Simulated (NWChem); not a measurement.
A series in which one site is exchanged, each optimised at PBE0/def2-SVP with NWChem, gas phase unless a solvent is named. Some are not confirmed as minima by frequencies. def2 effective core potentials on Cd; no spin-orbit coupling.

A: [CH3][CdH] (CH4Cd; site = Cd)
B: [CH3][MgH] (CH₄Mg; site = Mg)
C: CS (CH₄S; site = S)
D: CO (CH4O; site = O)

Values for A:

```
Item                                                       Result
---------------------------------------------------------  ------
dipole (D), PBE0/def2-SVP                                    0.55
vertical ionisation energy, ΔSCF, CAM-B3LYP/def2-SVP (eV)    9.59
lowest singlet excitation, CAM-B3LYP/def2-SVPD, TDA (eV)     5.60
```

### Question
How do these values change for the other members?

### Answer
```csv
change from A,B,C,D
"dipole (D), PBE0/def2-SVP",-0.05,+1.03,+1.09
"vertical ionisation energy, ΔSCF, CAM-B3LYP/def2-SVP (eV)",-0.40,-0.23,+1.17
"lowest singlet excitation, CAM-B3LYP/def2-SVPD, TDA (eV)",-0.29,-0.16,+1.32
```
